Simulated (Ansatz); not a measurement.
We consider corundum Cr2O3, described by PBEsol-D3(BJ) (PAW; Ansatz, an electronic-structure program).

Settings: plane-wave cutoff 520 eV, 8×8×8 k mesh, Fermi–Dirac smearing 0.01 eV, spin-polarised with opposed moments, scalar-relativistic PAW data made under PBE.

Shape and atoms are relaxed at each volume.

Pressure at four volumes; x = ln(V/9.155 Å³). One pressure is withheld.

```tsv
V (Å³/atom)	x	P (GPa)
8.789	-0.0408	9.58
9.155	0.0000	0.01
9.338	0.0198	-4.25
9.522	0.0393	?
```

Task: Pass a parabola P(x) through the three rows shown, estimate the bulk modulus and its pressure derivative near zero pressure, and predict the withheld pressure.

Result: Slopes between the rows: (0.01 − (9.58))/(0.0000 − (-0.0408)) = -234.56 and (-4.25 − (0.01))/(0.0198 − (0.0000)) = -215.15 GPa. Their difference over the span 0.0606 is c = 19.41/0.0606 = 320.3 GPa, so P(x) = 9.58 + (-234.56)(x − (-0.0408)) + 320.3 (x − (-0.0408))(x − (0.0000)). At the middle row B = −dP/dx = −[-234.56 + 320.3 × 0.0408] = 221.5 GPa, and B′ = dB/dP = 2c/B = 2.9. At x = 0.0393 the parabola gives -8.20 GPa; the run gives -8.15 GPa. The Birch–Murnaghan fit to the energies at all volumes has B0 = 221 GPa and B′ = 3.0.

Measured, for comparison: bulk modulus 234 GPa (temperature not stated, not corrected to a static lattice, our sources range from 206 to 245; as tabulated in Toher et al. (2017), arXiv:1611.05714). Computed (rounded) less measured: bulk modulus not scored (sources differ).

Note: without U or exact exchange, gaps and moments of open d shells tend to come out too small; the bulk modulus comes from volumes at which shape and atoms were relaxed.
